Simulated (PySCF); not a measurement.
**Towards the basis-set limit for PN⁺**

State: ²Σ⁺, doublet, unpaired electrons σ ↑. De refers to P⁺ + N. ROHF-based CCSD(T) in PySCF 2.14 with P cc-pV(T+d)Z, N cc-pVTZ and P cc-pV(Q+d)Z, N cc-pVQZ (frozen core orbitals: 6; no relativity). Correlation energies are extrapolated as n⁻³ (n = 3, 4), Hartree–Fock as (n+1)·exp(−9√n). CV is the change on freezing 1 orbitals instead, in P cc-pwCVTZ, N cc-pwCVTZ. SR is the spin-free X2C energy in P cc-pVTZ-DK, N cc-pVTZ-DK less the non-relativistic one in P cc-pVTZ, N cc-pVTZ.

| Level | Re (Å) | ωe (cm⁻¹) | ωexe (cm⁻¹) | αe (cm⁻¹) | De (eV) |
| --- | --- | --- | --- | --- | --- |
| CCSD(T)/TZ | 1.4952 | 1291.6 | 7.79 | 0.00599 | 4.557 |
| CCSD(T)/QZ | 1.4891 | 1305.2 | 7.72 | 0.00601 | 4.769 |
| HF/CBS | 1.4295 | 1592.4 | 6.14 | 0.00475 | 1.164 |
| MP2/CBS | 1.5021 | 1190.2 | 10.6 | 0.00777 | 5.030 |
| CCSD/CBS | 1.4718 | 1385.9 | 7.07 | 0.00553 | 4.437 |
| CCSD(T)/CBS | 1.4865 | 1313.7 | 7.66 | 0.00598 | 4.899 |
| CCSD(T)/CBS+CV | 1.4830 | 1320.8 | 7.63 | 0.00597 | 4.928 |
| CCSD(T)/CBS+CV+SR | 1.4826 | 1319.5 | 7.63 | 0.00599 | 4.916 |

How much is left between CCSD(T)/QZ and the basis-set limit, and how much do the triples give at the limit?

CCSD(T)/CBS less CCSD(T)/QZ: -2.6 mÅ in Re, +8.5 cm⁻¹ in ωe and +0.130 eV in De. CCSD(T)/CBS less CCSD/CBS: +14.7 mÅ in Re, -72.2 cm⁻¹ in ωe and +0.462 eV in De.

What do the later terms add?

CV: -3.5 mÅ in Re, +7.1 cm⁻¹ in ωe and +0.029 eV in De; SR: -0.4 mÅ in Re, -1.3 cm⁻¹ in ωe and -0.012 eV in De, each against the row above.

The T1 diagnostic is 0.053, large enough to doubt a single reference. The state was picked by a PBE0 search and need not be the measured ground state. Spin–orbit coupling, excitations beyond (T) and corrections to the Born–Oppenheimer picture are left out.

The whole job (state search and all basis sets along the bond) took about 20 min on 4 threads of Arm Neoverse V2 (shared host), peak memory 9.2 GiB.
